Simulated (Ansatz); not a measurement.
System: rock-salt MgS. Method: PBEsol in Ansatz (PAW).

Settings: plane-wave cutoff 520 eV, 12×12×12 k mesh, Fermi–Dirac smearing 0.01 eV, scalar-relativistic PAW data made under PBE.

Properties against volume:

```csv
V (Å³/atom),P (GPa),direct gap at Γ (eV),smallest gap on the k mesh (eV)
16.349,5.49,4.199,2.847
16.696,3.47,4.021,2.807
17.044,1.65,3.852,2.767
17.392,0.01,3.691,2.727
17.740,-1.48,3.537,2.688
18.088,-2.82,3.390,2.648
18.436,-4.04,3.249,2.610
```

The fundamental gap (2.73 eV at the equilibrium volume, with added k points) lies elsewhere than Γ–Γ.

Ansatz is an electronic-structure program.
